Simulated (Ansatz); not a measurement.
**How far each method lies from full CI for H2Si–N, sextet**

Geometry: that of the H2Si–N, quartet, kept fixed. The doublet lies 7.4 eV lower here.

```json
{"atom": "Si", "x (Å)": "0.0000", "y (Å)": "0.0000", "z (Å)": "0.5558"}
{"atom": "N", "x (Å)": "0.0000", "y (Å)": "0.0000", "z (Å)": "-1.2927"}
{"atom": "H", "x (Å)": "0.0000", "y (Å)": "1.3020", "z (Å)": "1.2391"}
{"atom": "H", "x (Å)": "0.0000", "y (Å)": "-1.3020", "z (Å)": "1.2391"}
```

Basis 6-31G; Ansatz 0.2.0. Correlated methods freeze the noble-gas cores, which leaves 11 electrons in 20 orbitals. Prefix R: restricted or restricted open-shell reference; prefix U: unrestricted. Active spaces: valence = (11e, 10o) chosen from the atoms' valence shells.

Full CI is exact within this basis and frozen core; it isn't the basis-set limit. The frozen core follows each run's orbitals, which can shift R against U totals by a few meV.

For open shells CISD is restricted-active-space CI with the open shells as a complete middle space.

```
UHF ⟨S²⟩                          : 8.757
T1 diagnostic (RCCSD)             : 0.0203
largest doubles amplitude (RCCSD) : 0.047
T1 diagnostic (UCCSD)             : 0.0160
```

```
                   level  E − E(full CI) (kcal/mol)  share of correlation (%)    wall time
                     RHF                      63.47                      0.00            –
                     UHF                      60.93                      4.01            –
                    RMP2                      17.36                     72.65            –
                    UMP2                      17.00                     73.21            –
                    CISD                       3.45                     94.57        1.8 s
                   RCCSD                       1.42                     97.76            –
                   UCCSD                       1.37                     97.85            –
                RCCSD(T)                       0.40                     99.36        0.7 s
                UCCSD(T)                       0.37                     99.41       0.67 s
                 BCCD(T)                       0.43                     99.33       0.76 s
                  RCCSDT                       0.04                     99.94            –
                  UCCSDT                       0.00                    100.01            –
               RCCSDT(Q)                       0.00                    100.00          4 s
               UCCSDT(Q)                      -0.04                    100.06        3.7 s
                 RCCSDTQ                       0.00                    100.01  53 s (H100)
                 UCCSDTQ                      -0.04                    100.07  36 s (H100)
  CASSCF (valence space)                      40.04                     36.92            –
  NEVPT2 (valence space)                      11.77                     81.46        1.7 s
  MRCISD (valence space)                       1.93                     96.96            –
MRCISD+Q (valence space)                       0.65                     98.98        4.7 s
```

The correlation energy at full CI, counted from RHF, is -2.752 eV. That run took 63 s on 2 threads of AMD EPYC 7R13 with a shared H100 80 GB, shared host over 35,879,532 determinants.

Times hold each run's SCF and search for its determinant on a shared host, so for small cases they say little of a method's own cost; rows without a card ran on 1 thread of AMD EPYC 7R13.

The full-CI state has the irrep B2 of C2v, in the program's axes.

Natural occupations of full CI about the gap: 1.981 1.966 1.955 1.002 1.001 0.998 0.994 0.986 0.036 0.028; effectively unpaired electrons, Σ n²(2−n)², 5.02.
